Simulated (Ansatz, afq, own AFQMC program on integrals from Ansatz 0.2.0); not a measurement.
**AFQMC, coupled cluster and functionals along a coordinate of BO, doublet**

```json
{"atom": "B", "x (Å)": "0.0000", "y (Å)": "0.0000", "z (Å)": "0.0000"}
{"atom": "O", "x (Å)": "0.0000", "y (Å)": "0.0000", "z (Å)": "1.2006"}
```

The B1–O2 distance is changed with both sides rigid. Energies in mEh count from this geometry (1.201 Å) at the same level; the start stands on ROHF, each point on the determinant named.

Basis 6-31G. Noble-gas cores (and the filled d shells of Ga–Kr and In–Xe) are frozen. AFQMC by an in-house program on the Cholesky factors that Ansatz 0.2.0 writes for its CCSD(T) run. The CISD trial takes its coefficients from CCSD amplitudes. Released means that phaseless walkers are propagated on without the constraint, phases kept. Uncertainties: one standard error, sampling alone.

Cautions, each for one point or more: (T) is large; a spin-contaminated unrestricted determinant lies lower; cluster runs in doubt by the program's own checks; strong correlation; the search met a lower determinant of the same kind, perhaps of another symmetry; the search met a lower determinant of the same kind, perhaps of another symmetry, and this one is a saddle point; unrestricted determinant spin contaminated.

| r(B1–O2) / Å | det. | T1 | weight | ⟨S²⟩ | CCSD(T) | ph-AFQMC/CISD | released AFQMC | FCI | CCSDT(Q) | wB97M-V | r2SCAN |
| --- | --- | --- | --- | --- | --- | --- | --- | --- | --- | --- | --- |
| 1.080 | UHF | 0.024 | 0.93 | 0.79 | 49.1 | 48.8 ± 0.2 | 49.3 ± 0.2 | 49.3 | 49.1 | 41.6 | 44.2 |
| 1.335 | UHF | 0.052 | 0.87 | 0.95 | 7.3 | 6.1 ± 0.2 | 5.6 ± 0.2 | 5.5 | 4.8 | 13.8 | 10.8 |
| 1.652 | ROHF | 0.131 | 0.63 | pure | 96.8 | 96.6 ± 0.4 | – | 93.2 | 91.4 | 116.8 | 110.1 |
| 2.167 | ROHF† | 0.049 | 0.84 | pure | 183.7 | 184.1 ± 0.3 | – | 181.9 | 181.8 | 196.4 | 201.9 |
| 3.224 | ROHF | 0.191 | 0.46 | pure | 249.6 | 254.1 ± 0.3 | – | 248.4 | 248.2 | 268.7§ | 276.0§ |

Weight is that of the determinant in the CISD state; at the start T1 is 0.035 and the weight 0.90. A dagger marks points whose determinant fills other symmetries than the start's, so the wave-function levels may follow another state there, or a degenerate partner. Symmetry can't show for every point that it stays on the start's state. A dash marks a missing value, a released energy that hasn't settled or a functional that sits on another state. § marks a functional whose ⟨S²⟩ is too high by over 0.1. Largest departures from full CI: CCSD(T) 3.6 mEh at 1.652 (on ROHF), ph-AFQMC/CISD 5.8 mEh at 3.224 (on ROHF), released AFQMC 0.1 mEh at 1.335 (on UHF) (within the noise), CCSDT(Q) -1.8 mEh at 1.652 (on ROHF), wB97M-V 23.6 mEh at 1.652, r2SCAN 16.9 mEh at 1.652. Functionals count only at points shown to share the start's state and spin. In this small basis the wave-function levels are far from their limit, so their gap to the functionals isn't the functionals' error.

Some points may be missing: those where a free walk finds a much lower state, and past Zn most of those on another determinant than at the start.

CCSDT and higher add their correlation energy to the determinant of the CCSD(T) run, since their own runs factorise the integrals more tightly (a shift of under 2 meV). A walk keeps the symmetry of its determinant, which the program's search chose and which needn't be the lowest solution, so a lower state of the same spin and another symmetry isn't excluded. Released energies are given only where the last usable release times agree within the noise; a slower fall can still hide under it.
